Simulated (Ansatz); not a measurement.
System: Ga2O3 (C2/m, No. 12). Method: PBE in Ansatz (PAW).

Settings: plane-wave cutoff 520 eV, 12×12×6 k mesh (along the axes of the cell as run), perturbation theory, scalar-relativistic PAW data made under PBE.

Computed at the level's own relaxed cell.

**Question.** What does this level give for the high-frequency dielectric constant (mean over three axes) and static dielectric constant (mean over three axes)?

**Answer.** 
* **high-frequency dielectric constant (mean over three axes)**: 4.21
* **static dielectric constant (mean over three axes)**: 12.3

Note: the relaxation could not lower the start's symmetry, so the cell can be a saddle point above a distorted one; the volume lies 5 % above that of the published cell.

It cost about 2.2 core-hours (a rough figure) of CPU time.

Ansatz is a first-principles code.
